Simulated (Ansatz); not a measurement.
System: 1T (CdI2-type) HfS₂. Method: PBE (Ansatz, an electronic-structure program, PAW).

Q: Estimate the interlayer binding energy, layer repeat distance and gap between the layers that the calculation returns.

A: 
- interlayer binding energy: 0.6 meV/Å²
- layer repeat distance: 6.862 Å
- gap between the layers: 3.968 Å

Note: the cell comes from a level without a dispersion term, which matters for the spacing of layers, chains or molecules; the cell has widely spaced layers and the level no dispersion term, so their spacing and the moduli can rest on weak binding.

Spin–orbit coupling is not included.

It cost around 4 core-minutes (rough) of CPU time.
